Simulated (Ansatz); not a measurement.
A reaction path, image by image

CH₅BO, singlet, from CH₅BO ([CH3][BH][OH]) to CH₅BO ([CH2][BH][OH2]); SPW92/6-31G (Ansatz 0.2.0). Settings:

```yaml
hamiltonian: {xc: lda}
neb:
  images: 4
  climbing: true
  max_iterations: 25
  initial_path: idpp
  f_tol: 0.1
```

First end:

```tsv
atom	x (Å)	y (Å)	z (Å)
B1	-0.5237	-0.4471	-0.3506
O2	-0.4104	-1.6620	0.2378
C3	0.3509	0.7900	0.0424
H4	0.8955	1.1563	-0.8348
H5	-1.3569	-0.3778	-1.2123
H6	0.2621	-1.6866	0.9248
H7	-0.2938	1.6203	0.3514
H8	1.0761	0.6068	0.8412
```

Second end:

```tsv
atom	x (Å)	y (Å)	z (Å)
B1	-0.5964	-0.0602	-0.2573
O2	0.6980	-0.9053	-0.7330
C3	-0.2812	1.0096	0.6077
H4	1.4453	-0.5751	-0.2142
H5	-1.5434	-0.5670	-0.7731
H6	0.5973	-1.8498	-0.5622
H7	-1.0433	1.6816	0.9869
H8	0.7236	1.2661	0.9453
```

The ends were relaxed with PBE0-D4 in triple zeta, so they are not quite minima here (largest force components 1.05 and 1.22 eV/Å).

Energies along the converged band: It took 12 iterations. Path lengths are measured after rigid turns and shifts between images are taken out.
```json
{"image": "0", "path length (Å)": "0.00", "energy (kcal/mol)": "0.00"}
{"image": "1", "path length (Å)": "0.96", "energy (kcal/mol)": "-0.42"}
{"image": "2", "path length (Å)": "1.93", "energy (kcal/mol)": "16.96"}
{"image": "3 (climbing)", "path length (Å)": "2.89", "energy (kcal/mol)": "71.55"}
{"image": "4", "path length (Å)": "3.53", "energy (kcal/mol)": "65.75"}
{"image": "5", "path length (Å)": "4.18", "energy (kcal/mol)": "66.35"}
```
Energies count from the first end.

The images between the ends:
Image 1:
```json
{"atom": "B1", "x (Å)": "-0.5887", "y (Å)": "-0.4021", "z (Å)": "-0.2979"}
{"atom": "O2", "x (Å)": "-0.1957", "y (Å)": "-1.6987", "z (Å)": "-0.0768"}
{"atom": "C3", "x (Å)": "0.2630", "y (Å)": "0.8251", "z (Å)": "0.1478"}
{"atom": "H4", "x (Å)": "1.0775", "y (Å)": "0.9859", "z (Å)": "-0.5917"}
{"atom": "H5", "x (Å)": "-1.6317", "y (Å)": "-0.3164", "z (Å)": "-0.9008"}
{"atom": "H6", "x (Å)": "0.6526", "y (Å)": "-1.8422", "z (Å)": "0.4096"}
{"atom": "H7", "x (Å)": "-0.3285", "y (Å)": "1.7572", "z (Å)": "0.1754"}
{"atom": "H8", "x (Å)": "0.7514", "y (Å)": "0.6910", "z (Å)": "1.1345"}
```

Image 2:
```json
{"atom": "B1", "x (Å)": "-0.6567", "y (Å)": "-0.3292", "z (Å)": "-0.2103"}
{"atom": "O2", "x (Å)": "0.0597", "y (Å)": "-1.4820", "z (Å)": "-0.4432"}
{"atom": "C3", "x (Å)": "0.1641", "y (Å)": "0.8845", "z (Å)": "0.2758"}
{"atom": "H4", "x (Å)": "1.0277", "y (Å)": "0.4626", "z (Å)": "-0.3347"}
{"atom": "H5", "x (Å)": "-1.7761", "y (Å)": "-0.4023", "z (Å)": "-0.6558"}
{"atom": "H6", "x (Å)": "0.8014", "y (Å)": "-1.9166", "z (Å)": "0.0073"}
{"atom": "H7", "x (Å)": "-0.2404", "y (Å)": "1.9016", "z (Å)": "0.0839"}
{"atom": "H8", "x (Å)": "0.6203", "y (Å)": "0.8812", "z (Å)": "1.2771"}
```

Image 3:
```json
{"atom": "B1", "x (Å)": "-0.7107", "y (Å)": "-0.1543", "z (Å)": "-0.1957"}
{"atom": "O2", "x (Å)": "0.4910", "y (Å)": "-1.1017", "z (Å)": "-0.4982"}
{"atom": "C3", "x (Å)": "-0.0355", "y (Å)": "0.9939", "z (Å)": "0.3834"}
{"atom": "H4", "x (Å)": "1.0263", "y (Å)": "-0.1160", "z (Å)": "-0.3406"}
{"atom": "H5", "x (Å)": "-1.7677", "y (Å)": "-0.4951", "z (Å)": "-0.6485"}
{"atom": "H6", "x (Å)": "0.6653", "y (Å)": "-2.0275", "z (Å)": "-0.1908"}
{"atom": "H7", "x (Å)": "-0.4243", "y (Å)": "2.0189", "z (Å)": "0.3399"}
{"atom": "H8", "x (Å)": "0.7556", "y (Å)": "0.8816", "z (Å)": "1.1504"}
```

Image 4:
```json
{"atom": "B1", "x (Å)": "-0.6913", "y (Å)": "-0.0803", "z (Å)": "-0.2231"}
{"atom": "O2", "x (Å)": "0.5400", "y (Å)": "-1.0549", "z (Å)": "-0.5413"}
{"atom": "C3", "x (Å)": "-0.1703", "y (Å)": "1.0437", "z (Å)": "0.4786"}
{"atom": "H4", "x (Å)": "1.2981", "y (Å)": "-0.4313", "z (Å)": "-0.3694"}
{"atom": "H5", "x (Å)": "-1.7035", "y (Å)": "-0.5070", "z (Å)": "-0.7090"}
{"atom": "H6", "x (Å)": "0.6295", "y (Å)": "-1.9935", "z (Å)": "-0.2424"}
{"atom": "H7", "x (Å)": "-0.7144", "y (Å)": "1.9853", "z (Å)": "0.6136"}
{"atom": "H8", "x (Å)": "0.8119", "y (Å)": "1.0378", "z (Å)": "0.9930"}
```

The band counts as converged below 0.1 eV/Å. The run took about 35 s on 2 CPU threads of an Arm Neoverse V1 (shared host).
